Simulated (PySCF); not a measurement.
## Basis-set dependence of population analyses: `C=CSC`

Species: C3H6S.
Numbering: `[CH2:1]=[CH:2][S:3][CH3:4]` (hydrogens: H5, H6 on C1; H7 on C2; H8, H9, H10 on C4)

Structure used (PBE0-D3(BJ)/def2-SVP), in Å, numbered top down from 1:
```xyz
10
C3H6S angstrom
C      2.0797   -0.5790   -0.0850
C      0.8283   -0.1193   -0.1810
S     -0.4566   -0.4922    0.9499
C     -1.8290    0.4130    0.2061
H      2.8268   -0.2985   -0.8303
H      2.3966   -1.2395    0.7269
H      0.5401    0.5411   -1.0071
H     -1.6252    1.4929    0.1685
H     -2.0606    0.0373   -0.8010
H     -2.7008    0.2434    0.8526
```

PBE0 throughout (PySCF), one geometry, spherical d and f functions. Geometry: PBE0-D3(BJ)/def2-SVP, one conformer, isolated molecule. The first 7 of 8 kinds of atom are listed.

Mulliken charges (e):

```json
{"basis": "STO-3G", "functions": "30", "C1": "-0.194", "C2": "-0.188", "S3": "+0.195", "C4": "-0.318", "H5": "+0.077", "H6": "+0.074", "H7": "+0.082"}
{"basis": "6-31G", "functions": "52", "C1": "-0.336", "C2": "-0.430", "S3": "+0.354", "C4": "-0.755", "H5": "+0.168", "H6": "+0.170", "H7": "+0.194"}
{"basis": "pcSseg-0", "functions": "52", "C1": "-0.392", "C2": "-0.522", "S3": "+0.276", "C4": "-0.914", "H5": "+0.228", "H6": "+0.226", "H7": "+0.252"}
{"basis": "6-31G*", "functions": "72", "C1": "-0.390", "C2": "-0.292", "S3": "+0.185", "C4": "-0.699", "H5": "+0.179", "H6": "+0.179", "H7": "+0.193"}
{"basis": "def2-SVP", "functions": "90", "C1": "-0.085", "C2": "-0.135", "S3": "-0.051", "C4": "-0.179", "H5": "+0.059", "H6": "+0.053", "H7": "+0.067"}
{"basis": "cc-pVDZ", "functions": "90", "C1": "-0.034", "C2": "-0.179", "S3": "+0.010", "C4": "-0.198", "H5": "+0.050", "H6": "+0.045", "H7": "+0.050"}
{"basis": "pcSseg-1", "functions": "105", "C1": "-0.169", "C2": "-0.332", "S3": "+0.049", "C4": "-0.411", "H5": "+0.128", "H6": "+0.125", "H7": "+0.144"}
{"basis": "aug-cc-pVDZ", "functions": "150", "C1": "+0.502", "C2": "+0.778", "S3": "+0.217", "C4": "+0.165", "H5": "-0.328", "H6": "-0.368", "H7": "-0.685"}
{"basis": "6-311+G(2d,p)", "functions": "152", "C1": "-0.675", "C2": "+0.354", "S3": "-0.035", "C4": "-0.531", "H5": "+0.123", "H6": "+0.123", "H7": "+0.113"}
{"basis": "def2-TZVP", "functions": "166", "C1": "-0.312", "C2": "-0.119", "S3": "-0.017", "C4": "-0.389", "H5": "+0.134", "H6": "+0.130", "H7": "+0.125"}
{"basis": "cc-pVTZ", "functions": "208", "C1": "-0.287", "C2": "-0.105", "S3": "-0.012", "C4": "-0.292", "H5": "+0.124", "H6": "+0.113", "H7": "+0.112"}
{"basis": "IGLO-III", "functions": "209", "C1": "-0.291", "C2": "-0.127", "S3": "+0.236", "C4": "-0.541", "H5": "+0.111", "H6": "+0.089", "H7": "+0.056"}
```

IAO charges (e):

```csv
basis,functions,C1,C2,S3,C4,H5,H6,H7
STO-3G,30,-0.304,-0.268,+0.265,-0.493,+0.132,+0.128,+0.127
6-31G,52,-0.336,-0.252,+0.136,-0.522,+0.160,+0.155,+0.154
pcSseg-0,52,-0.322,-0.256,+0.137,-0.519,+0.155,+0.150,+0.152
6-31G*,72,-0.331,-0.252,+0.163,-0.506,+0.153,+0.148,+0.147
def2-SVP,90,-0.334,-0.247,+0.171,-0.493,+0.150,+0.144,+0.144
cc-pVDZ,90,-0.342,-0.249,+0.168,-0.502,+0.155,+0.148,+0.148
pcSseg-1,105,-0.340,-0.255,+0.171,-0.504,+0.155,+0.149,+0.149
aug-cc-pVDZ,150,-0.355,-0.252,+0.163,-0.508,+0.161,+0.154,+0.154
"6-311+G(2d,p)",152,-0.355,-0.257,+0.175,-0.517,+0.160,+0.153,+0.154
def2-TZVP,166,-0.354,-0.259,+0.182,-0.519,+0.159,+0.153,+0.153
cc-pVTZ,208,-0.353,-0.256,+0.174,-0.518,+0.160,+0.153,+0.153
IGLO-III,209,-0.359,-0.260,+0.186,-0.520,+0.160,+0.153,+0.154
```

Hirshfeld charges (e):

```json
{"basis": "STO-3G", "functions": "30", "C1": "-0.099", "C2": "-0.048", "S3": "+0.056", "C4": "-0.041", "H5": "+0.024", "H6": "+0.022", "H7": "+0.023"}
{"basis": "6-31G", "functions": "52", "C1": "-0.116", "C2": "-0.067", "S3": "-0.018", "C4": "-0.097", "H5": "+0.049", "H6": "+0.050", "H7": "+0.050"}
{"basis": "pcSseg-0", "functions": "52", "C1": "-0.116", "C2": "-0.068", "S3": "+0.017", "C4": "-0.102", "H5": "+0.048", "H6": "+0.044", "H7": "+0.041"}
{"basis": "6-31G*", "functions": "72", "C1": "-0.117", "C2": "-0.063", "S3": "-0.025", "C4": "-0.095", "H5": "+0.049", "H6": "+0.049", "H7": "+0.053"}
{"basis": "def2-SVP", "functions": "90", "C1": "-0.127", "C2": "-0.067", "S3": "+0.027", "C4": "-0.114", "H5": "+0.047", "H6": "+0.043", "H7": "+0.048"}
{"basis": "cc-pVDZ", "functions": "90", "C1": "-0.123", "C2": "-0.066", "S3": "+0.015", "C4": "-0.111", "H5": "+0.047", "H6": "+0.044", "H7": "+0.049"}
{"basis": "pcSseg-1", "functions": "105", "C1": "-0.125", "C2": "-0.068", "S3": "+0.020", "C4": "-0.116", "H5": "+0.048", "H6": "+0.044", "H7": "+0.049"}
{"basis": "aug-cc-pVDZ", "functions": "150", "C1": "-0.132", "C2": "-0.075", "S3": "+0.032", "C4": "-0.128", "H5": "+0.049", "H6": "+0.047", "H7": "+0.054"}
{"basis": "6-311+G(2d,p)", "functions": "152", "C1": "-0.129", "C2": "-0.076", "S3": "+0.027", "C4": "-0.120", "H5": "+0.048", "H6": "+0.047", "H7": "+0.054"}
{"basis": "def2-TZVP", "functions": "166", "C1": "-0.129", "C2": "-0.072", "S3": "+0.024", "C4": "-0.122", "H5": "+0.048", "H6": "+0.046", "H7": "+0.053"}
{"basis": "cc-pVTZ", "functions": "208", "C1": "-0.128", "C2": "-0.070", "S3": "+0.021", "C4": "-0.123", "H5": "+0.048", "H6": "+0.046", "H7": "+0.053"}
{"basis": "IGLO-III", "functions": "209", "C1": "-0.135", "C2": "-0.074", "S3": "+0.043", "C4": "-0.128", "H5": "+0.048", "H6": "+0.044", "H7": "+0.052"}
```

ESP-fitted charges (e):

```json
{"basis": "STO-3G", "functions": "30", "C1": "-0.478", "C2": "+0.118", "S3": "-0.050", "C4": "-0.263", "H5": "+0.141", "H6": "+0.166", "H7": "+0.064"}
{"basis": "6-31G", "functions": "52", "C1": "-0.644", "C2": "+0.095", "S3": "-0.184", "C4": "-0.388", "H5": "+0.220", "H6": "+0.273", "H7": "+0.146"}
{"basis": "pcSseg-0", "functions": "52", "C1": "-0.683", "C2": "+0.102", "S3": "-0.174", "C4": "-0.413", "H5": "+0.236", "H6": "+0.284", "H7": "+0.146"}
{"basis": "6-31G*", "functions": "72", "C1": "-0.606", "C2": "+0.014", "S3": "-0.114", "C4": "-0.489", "H5": "+0.214", "H6": "+0.263", "H7": "+0.169"}
{"basis": "def2-SVP", "functions": "90", "C1": "-0.577", "C2": "+0.005", "S3": "-0.099", "C4": "-0.416", "H5": "+0.203", "H6": "+0.246", "H7": "+0.158"}
{"basis": "cc-pVDZ", "functions": "90", "C1": "-0.571", "C2": "-0.014", "S3": "-0.089", "C4": "-0.444", "H5": "+0.203", "H6": "+0.247", "H7": "+0.166"}
{"basis": "pcSseg-1", "functions": "105", "C1": "-0.633", "C2": "+0.012", "S3": "-0.105", "C4": "-0.448", "H5": "+0.222", "H6": "+0.272", "H7": "+0.169"}
{"basis": "aug-cc-pVDZ", "functions": "150", "C1": "-0.639", "C2": "+0.022", "S3": "-0.090", "C4": "-0.510", "H5": "+0.218", "H6": "+0.274", "H7": "+0.167"}
{"basis": "6-311+G(2d,p)", "functions": "152", "C1": "-0.665", "C2": "+0.012", "S3": "-0.078", "C4": "-0.535", "H5": "+0.229", "H6": "+0.284", "H7": "+0.176"}
{"basis": "def2-TZVP", "functions": "166", "C1": "-0.653", "C2": "+0.025", "S3": "-0.083", "C4": "-0.498", "H5": "+0.225", "H6": "+0.275", "H7": "+0.166"}
{"basis": "cc-pVTZ", "functions": "208", "C1": "-0.628", "C2": "+0.024", "S3": "-0.092", "C4": "-0.471", "H5": "+0.217", "H6": "+0.266", "H7": "+0.161"}
{"basis": "IGLO-III", "functions": "209", "C1": "-0.631", "C2": "-0.007", "S3": "-0.055", "C4": "-0.545", "H5": "+0.220", "H6": "+0.267", "H7": "+0.175"}
```

**Question.** Which scheme is steadiest as the basis changes?

**Answer.** Largest range over the bases for any column: Hirshfeld 0.09 e, IAO 0.13 e, ESP-fitted 0.28 e, Mulliken 1.30 e. Hirshfeld charges move least and Mulliken charges most, counted in e. Without the minimal STO-3G basis the ranges are Hirshfeld 0.07, IAO 0.05, ESP-fitted 0.16, Mulliken 1.30 e.

**Question.** How much do the charges still move between the two largest bases, cc-pVTZ and IGLO-III?

**Answer.** At most, over all atoms: Mulliken 0.250 e, IAO 0.012 e, Hirshfeld 0.022 e, ESP-fitted 0.074 e.

**Question.** What do the same runs give for the total energy, the frontier levels and the dipole moment?

**Answer.** 
| basis | energy (Eh) | HOMO (eV) | LUMO (eV) | μ (D) |
| --- | --- | --- | --- | --- |
| STO-3G | -510.0041 | -3.34 | 4.06 | 1.31 |
| 6-31G | -515.7243 | -5.97 | 0.64 | 1.89 |
| pcSseg-0 | -515.0654 | -6.23 | 0.37 | 1.90 |
| 6-31G* | -515.7798 | -5.91 | 0.62 | 1.71 |
| def2-SVP | -515.5928 | -6.00 | 0.36 | 1.63 |
| cc-pVDZ | -515.8105 | -5.98 | 0.41 | 1.61 |
| pcSseg-1 | -515.7704 | -6.13 | 0.16 | 1.67 |
| aug-cc-pVDZ | -515.8202 | -6.12 | -0.08 | 1.65 |
| 6-311+G(2d,p) | -515.8492 | -6.11 | -0.08 | 1.66 |
| def2-TZVP | -515.8611 | -6.09 | 0.06 | 1.63 |
| cc-pVTZ | -515.8638 | -6.08 | 0.14 | 1.62 |
| IGLO-III | -515.8624 | -6.06 | 0.01 | 1.58 |

The dipole is fixed by the density alone, so its range of 0.59 D shows that the density itself changes with the basis, not only its division among atoms.
